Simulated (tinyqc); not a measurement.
CIS on RHF in the sto-6g basis, frozen core, for H2O, spin multiplicity 1, step by step. One step of it, computed by the program tinyqc.

Question. CIS triplet states. Diagonalise A (1 hartree = 27.211386 eV); each vector has its largest component positive (the first on a tie).

CIS matrix A, triplet (hartree), order 2>6, 2>7, 3>6, 3>7, 4>6, 4>7, 5>6, 5>7:
$$\begin{pmatrix}
1.157861 & 0.000000 & 0.000000 & -0.097868 & -0.056799 & 0.000000 & 0.000000 & 0.000000 \\
0.000000 & 1.305046 & -0.097868 & 0.000000 & 0.000000 & 0.019093 & 0.000000 & 0.000000 \\
0.000000 & -0.097868 & 0.560913 & 0.000000 & 0.000000 & -0.053723 & 0.000000 & 0.000000 \\
-0.097868 & 0.000000 & 0.000000 & 0.692859 & -0.053723 & 0.000000 & 0.000000 & 0.000000 \\
-0.056799 & 0.000000 & 0.000000 & -0.053723 & 0.403249 & 0.000000 & 0.000000 & 0.000000 \\
0.000000 & 0.019093 & -0.053723 & 0.000000 & 0.000000 & 0.514592 & 0.000000 & 0.000000 \\
0.000000 & 0.000000 & 0.000000 & 0.000000 & 0.000000 & 0.000000 & 0.327152 & 0.000000 \\
0.000000 & 0.000000 & 0.000000 & 0.000000 & 0.000000 & 0.000000 & 0.000000 & 0.451546
\end{pmatrix}$$

Give: triplet excitation energies; lowest vectors.

Answer.

triplet excitation energies (eV): [8.9023, 10.5156, 12.2872, 12.9895, 15.9094, 18.7016, 32.1165, 35.8792]

lowest vectors, order 2>6, 2>7, 3>6, 3>7, 4>6, 4>7, 5>6, 5>7:
$$\begin{pmatrix}
0.0000 & 0.0974 & 0.0000 & 0.0000 & 0.0000 & 0.1737 \\
0.0000 & 0.0000 & 0.0000 & 0.0499 & 0.1246 & 0.0000 \\
0.0000 & 0.0000 & 0.0000 & 0.5809 & 0.8035 & 0.0000 \\
0.0000 & 0.2020 & 0.0000 & 0.0000 & 0.0000 & 0.9607 \\
0.0000 & 0.9745 & 0.0000 & 0.0000 & 0.0000 & -0.2165 \\
0.0000 & 0.0000 & 0.0000 & 0.8125 & -0.5821 & 0.0000 \\
1.0000 & 0.0000 & 0.0000 & 0.0000 & 0.0000 & 0.0000 \\
0.0000 & 0.0000 & 1.0000 & 0.0000 & 0.0000 & 0.0000
\end{pmatrix}$$
